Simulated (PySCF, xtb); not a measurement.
CHO, SMILES [CH]=O, multiplicity 2.

Harmonic wavenumbers (cm⁻¹) from xtb with GFN2-xTB at its own minimum, in rising order: 1046, 1947, 2753.

Q: What does PBE0-D3(BJ)/def2-TZVPD (PySCF) give at its own minimum? (The exact figures need the calculation; the answer reports its results.)

A: 1104, 1969, 2687. Paired by order, the mean absolute difference is 49 cm⁻¹ and the zero-point energies are 8.2 and 8.2 kcal/mol.
